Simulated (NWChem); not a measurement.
**BH3 (borane) at 6 levels**

Wanted: a comparison of 6 runs (HF/def2-TZVPPD, BLYP/def2-TZVPPD, SVWN5/def2-TZVPPD, r2SCAN/def2-TZVPPD, MP2/def2-TZVPPD, CCSD(T)/def2-TZVPPD) of BH3 (borane). 

Program for the calculation: NWChem 7.3.0.

### Step 1. The structure to begin with

The species is BH3 (4 atoms), meant as a singlet with charge 0. As SMILES, `B`. The B1–H3 distance was set to 1.790 Å, away from the relaxed value. At this shape a bond of the SMILES string is far longer than usual.

Bond lengths: B1–H2 1.193 Å, B1–H4 1.193 Å. Angles: H2–B1–H4 120.0°. A long bond or contact: B1–H3 1.790 Å.

### Step 2. The energy at HF/def2-TZVPPD (run 1)

File run.py:

```python
from ase import Atoms
from ase.calculators.nwchem import NWChem

system = Atoms('BHHH', positions=[
    [0.158940, 0.563211, -0.029148],
    [1.127240, 0.960011, 0.544752],
    [-0.276200, -1.171800, 0.043000],
    [-0.519360, 1.323211, -0.650948],
])

calc = NWChem(
    label='bh3',
    theory='scf',
    memory='2200 mb',
    basis='def2-TZVPPD',
    basispar='spherical bse',
    scf={'nopen': '0', 'rhf': None, 'thresh': '1e-08', 'maxiter': '80'},
    task='energy',
)
system.calc = calc

print(f"energy = {system.get_potential_energy():.6f} eV")
print("dipole (e A):", system.get_dipole_moment().round(4))
```

On the command line:

```console
$ export ASE_NWCHEM_COMMAND="nwchem PREFIX.nwi > PREFIX.nwo"
$ python run.py
```

The program printed:

```text
energy = -716.386702 eV
dipole (e A): [ 0.0602  0.2399 -0.01  ]
```

The calculator wrote bh3.nwi:

```
title "bh3"

permanent_dir bh3

scratch_dir bh3

start bh3

geometry units angstrom nocenter noautosym noautoz
  B  1.5894000000000000e-01 5.6321100000000002e-01 -2.9148000000000000e-02
  H  1.1272400000000000e+00 9.6001099999999995e-01 5.4475200000000001e-01
  H  -2.7620000000000000e-01 -1.1718000000000000e+00 4.2999999999999997e-02
  H  -5.1936000000000004e-01 1.3232109999999999e+00 -6.5094799999999997e-01
end

memory 2200 mb

basis spherical bse noprint
   * library def2-TZVPPD
end

scf
  nopen 0
  rhf
  thresh 1e-08
  maxiter 80
end

task scf energy
```

bh3.nwo (excerpt; [...] marks lines left out):

```text
[...]
      One-electron energy =    -47.189788830865
[... 1 line left out ...]
 Nuclear repulsion energy =      6.574803130607
[... 22 lines left out ...]
                       ROHF Final Molecular Orbital Analysis
[... 199 lines left out ...]
 center of mass
[...]
```

It took 6 s on 1 thread of Intel Xeon Platinum 8488C (Sapphire Rapids), shared host; peak memory 0.097 GiB.

### Step 3. The energy at BLYP/def2-TZVPPD (run 2)

File bh3.nw:

```
start bh3
title "BH3 energy"
memory 2200 mb
charge 0

geometry units angstroms noautosym nocenter noautoz
 B      0.158940     0.563211    -0.029148
 H      1.127240     0.960011     0.544752
 H     -0.276200    -1.171800     0.043000
 H     -0.519360     1.323211    -0.650948
end

basis spherical bse
 * library def2-TZVPPD
end

dft
 xc becke88 lyp
 grid xfine
 convergence energy 1e-08
 maxiter 100
 mulliken
 noprint "final vectors analysis"
end

task dft energy
```

On the command line:

```console
$ nwchem bh3.nw > bh3.out
```

The program printed:

```text
[...]
          Wavefunction type:  closed shell.
          No. of atoms     :     4
          No. of electrons :     8
[...]
          Charge           :     0
          Spin multiplicity:     1
[...]
          AO basis - number of functions:    88
[...]
              XC Information
              --------------
                    Becke 1988 Exchange Functional  1.000
              Lee-Yang-Parr Correlation Functional  1.000
[...]
 d= 0,ls=0.0,diis     1    -26.5035245716 -3.31D+01  4.77D-03  1.67D-01     1.5
[...]
 d= 0,ls=0.0,diis     8    -26.5275803882  1.03D-10  5.33D-07  3.31D-09    11.2
         Total DFT energy =      -26.527580388231
      One electron energy =      -47.304258759426
           Coulomb energy =       19.195054887544
    Exchange-Corr. energy =       -4.993179646956
 Nuclear repulsion energy =        6.574803130607
[...]
      Total Density - Mulliken Population Analysis
     ---------------------------------------------
    Atom       Charge   Shell Charges
 -----------   ------   -------------------------------------------------------
    1 B    5     5.10   0.92  1.05  0.58  0.57  0.04  0.02  0.84  0.80  0.22  0.02  0.04  0.01  0.00
    2 H    1     0.92   0.27  0.43  0.19  0.00  0.01  0.02  0.00
    3 H    1     1.06   0.19  0.49  0.36  0.00  0.01  0.00  0.00
    4 H    1     0.92   0.27  0.43  0.19  0.00  0.01  0.02  0.00
[...]
```

Wall time 12 s (1 thread of Intel Xeon Platinum 8488C (Sapphire Rapids), shared host); peak memory 0.12 GiB.

### Step 4. A single-point energy at SVWN5/def2-TZVPPD (run 3)

File run.py:

```python
from ase import Atoms
from ase.calculators.nwchem import NWChem

molecule = Atoms(['B', 'H', 'H', 'H'], positions=[
    [0.158940, 0.563211, -0.029148],
    [1.127240, 0.960011, 0.544752],
    [-0.276200, -1.171800, 0.043000],
    [-0.519360, 1.323211, -0.650948],
])

calc = NWChem(
    label='bh3',
    theory='dft',
    memory='2200 mb',
    basis='def2-TZVPPD',
    basispar='spherical bse',
    dft={'xc': 'slater vwn_5', 'mult': '1', 'grid': 'xfine', 'convergence': 'energy 1e-08', 'iterations': '100', 'mulliken': None},
    task='energy',
)
molecule.calc = calc

print(f"energy = {molecule.get_potential_energy():.6f} eV")
print("dipole (e A):", molecule.get_dipole_moment().round(4))
```

On the command line:

```console
$ export ASE_NWCHEM_COMMAND="nwchem PREFIX.nwi > PREFIX.nwo"
$ python run.py
```

The program printed:

```text
energy = -713.224284 eV
dipole (e A): [ 0.0417  0.1662 -0.0069]
```

The calculator wrote bh3.nwi:

```
title "bh3"

permanent_dir bh3

scratch_dir bh3

start bh3

geometry units angstrom nocenter noautosym noautoz
  B  1.5894000000000000e-01 5.6321100000000002e-01 -2.9148000000000000e-02
  H  1.1272400000000000e+00 9.6001099999999995e-01 5.4475200000000001e-01
  H  -2.7620000000000000e-01 -1.1718000000000000e+00 4.2999999999999997e-02
  H  -5.1936000000000004e-01 1.3232109999999999e+00 -6.5094799999999997e-01
end

memory 2200 mb

basis spherical bse noprint
   * library def2-TZVPPD
end

dft
  xc slater vwn_5
  mult 1
  grid xfine
  convergence energy 1e-08
  iterations 100
  mulliken
end

task dft energy
```

bh3.nwo (excerpt; [...] marks lines left out):

```text
[...]
      One electron energy =      -47.288749918905
[... 1 line left out ...]
    Exchange-Corr. energy =       -4.635516449640
[... 6 lines left out ...]
                       DFT Final Molecular Orbital Analysis
[... 639 lines left out ...]
    Atom       Charge   Shell Charges
[...]
```

Wall time 6.6 s (1 thread of Intel Xeon Platinum 8488C (Sapphire Rapids), shared host); peak memory 0.12 GiB.

Runs 4 to 5 aren't shown in full; the table further down has their settings and results.

### Step 5. The energy at CCSD(T)/def2-TZVPPD (run 6)

File bh3.nw:

```
start bh3
title "BH3 energy"
memory 2200 mb

geometry noautosym nocenter noautoz
 B      0.158940     0.563211    -0.029148
 H      1.127240     0.960011     0.544752
 H     -0.276200    -1.171800     0.043000
 H     -0.519360     1.323211    -0.650948
end

basis spherical bse
 * library def2-TZVPPD
end

scf
 nopen 0
 rhf
 thresh 1e-08
 maxiter 80
 print low
end

ccsd
 freeze core 1
 maxiter 60
end

task ccsd(t) energy
```

On the command line:

```console
$ nwchem bh3.nw > bh3.out
```

The program printed:

```text
[...]
  functions       =    88
[...]
  wavefunction    = RHF
[...]
         Total SCF energy =    -26.326725935158
      One-electron energy =    -47.189788830879
      Two-electron energy =     14.288259765114
 Nuclear repulsion energy =      6.574803130607
        Time for solution =      4.7s
[...]
 Total MP2 energy:            -26.442068032735534
[...]
             energy      energy      error      ampl     ampl      Block
                                                time     time      time
[...]
 Total CCSD energy:            -26.468137573781746
[...]
 Total CCSD+T(CCSD) energy:            -26.471626036250811
[...]
 Total CCSD(T) energy:                 -26.471482711643951
[...]
```

Wall time 50 s (1 thread of Intel Xeon Platinum 8488C (Sapphire Rapids), shared host); peak memory 0.13 GiB.

### Step 6. The series

```csv
run,level,iteration cap,module,energy (Eh),dipole moment (D),HOMO energy (eV),LUMO energy (eV),wall time
1,HF/def2-TZVPPD,80,scf,-26.326726,1.19,-11.08,1.15,6 s
2,BLYP/def2-TZVPPD,100,dft,-26.527580,0.95,–,–,12 s
3,SVWN5/def2-TZVPPD,100,dft,-26.210509,0.82,-7.21,-3.65,6.6 s
4,r2SCAN/def2-TZVPPD,100,dft,-26.518741,0.97,-7.43,-2.90,15 s
5,MP2/def2-TZVPPD,80,mp2,-26.442068,–,-11.08,1.15,6.9 s
6,CCSD(T)/def2-TZVPPD,80,ccsd(t),-26.471483,–,–,–,50 s
```

### Step 7. What came out

| quantity | value |
| --- | --- |
| run 6: total energy | -26.47148 Eh |
| run 6: correlation energy (1 core orbital frozen) | -144.8 mEh |
| run 6: (T) correction | -3.35 mEh |

What this shows: Below the HF energy at the same shape and in the same basis (def2-TZVPPD): MP2 -115.3 mEh; CCSD(T) -144.8 mEh. Over runs 1, 2, 3, 4 the dipole moment (its size) runs from 0.82 D (SVWN5/def2-TZVPPD) to 1.19 D (HF/def2-TZVPPD). Over runs 1, 3, 4 the HOMO–LUMO gap runs from 3.56 eV (SVWN5/def2-TZVPPD) to 12.23 eV (HF/def2-TZVPPD). Exact exchange widens orbital gaps. Totals of different functionals can't be ranked against each other. All runs together took 96 s, the longest 50 s.
